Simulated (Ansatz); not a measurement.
Relaxation of CH$_{5}$AlS (8 atoms, charge 0, multiplicity 1), to a largest force component of 0.03 eV/Å in at most 50 steps.

Theory: Ansatz, RKS r2SCAN-D4/def2-SVP.

```xyz
8
Properties=species:S:1:pos:R:3
Al -1.445 -0.404 -0.300
S 1.086 0.760 1.897
C -0.118 0.148 -1.402
H 1.154 0.379 0.588
H -2.292 -1.350 0.640
H 1.369 -0.497 2.314
H 0.386 1.116 -1.273
H -0.139 -0.153 -2.462
```

**Question.** Where does it end, and by what steps?

**Answer.** The forces met the threshold. The force dipped under the threshold on the way, but the program's further checks kept it going. After 35 steps the energy has fallen by 3.901 eV; H4 moved furthest, 2.65 Å. Parted: S2–H4 (1.37 → 4.26 Å). Joined: Al1–S2 (3.55 → 2.20 Å), C3–H4 (2.37 → 1.10 Å).

```json
{"step": "0", "energy less start (eV)": "0.0000", "largest force component (eV/Å)": "0.248", "accepted": "yes"}
{"step": "2", "energy less start (eV)": "-0.3149", "largest force component (eV/Å)": "0.435", "accepted": "yes"}
{"step": "4", "energy less start (eV)": "-0.4294", "largest force component (eV/Å)": "0.707", "accepted": "no"}
{"step": "6", "energy less start (eV)": "-0.4677", "largest force component (eV/Å)": "0.398", "accepted": "yes"}
{"step": "8", "energy less start (eV)": "-0.5668", "largest force component (eV/Å)": "0.766", "accepted": "yes"}
{"step": "10", "energy less start (eV)": "-1.4752", "largest force component (eV/Å)": "3.005", "accepted": "yes"}
{"step": "12", "energy less start (eV)": "-2.7877", "largest force component (eV/Å)": "1.425", "accepted": "yes"}
{"step": "14", "energy less start (eV)": "-3.3155", "largest force component (eV/Å)": "0.449", "accepted": "yes"}
{"step": "16", "energy less start (eV)": "-3.5595", "largest force component (eV/Å)": "0.346", "accepted": "yes"}
{"step": "18", "energy less start (eV)": "-3.7142", "largest force component (eV/Å)": "0.445", "accepted": "yes"}
{"step": "20", "energy less start (eV)": "-3.8543", "largest force component (eV/Å)": "0.228", "accepted": "yes"}
{"step": "22", "energy less start (eV)": "-3.8925", "largest force component (eV/Å)": "0.060", "accepted": "yes"}
{"step": "24", "energy less start (eV)": "-3.8929", "largest force component (eV/Å)": "0.091", "accepted": "yes"}
{"step": "26", "energy less start (eV)": "-3.8925", "largest force component (eV/Å)": "0.273", "accepted": "no"}
{"step": "28", "energy less start (eV)": "-3.8968", "largest force component (eV/Å)": "0.133", "accepted": "yes"}
{"step": "30", "energy less start (eV)": "-3.8992", "largest force component (eV/Å)": "0.011", "accepted": "yes"}
{"step": "32", "energy less start (eV)": "-3.9007", "largest force component (eV/Å)": "0.048", "accepted": "yes"}
{"step": "34", "energy less start (eV)": "-3.9011", "largest force component (eV/Å)": "0.038", "accepted": "yes"}
{"step": "35", "energy less start (eV)": "-3.9013", "largest force component (eV/Å)": "0.021", "accepted": "yes"}
```

```xyz
8
Properties=species:S:1:pos:R:3
Al -0.262 -0.401 0.441
S 0.469 0.706 2.191
C 0.183 0.288 -1.324
H 0.777 -0.445 -1.899
H -1.120 -1.711 0.705
H -0.079 -0.140 3.093
H 0.760 1.226 -1.287
H -0.728 0.478 -1.920
```

Time of the run: 62 s on 2 threads of Intel(R) Xeon(R) Platinum 8259CL CPU @ 2.50GHz (Skylake/Cascade Lake), on a shared host, peak memory 0.17 GiB.
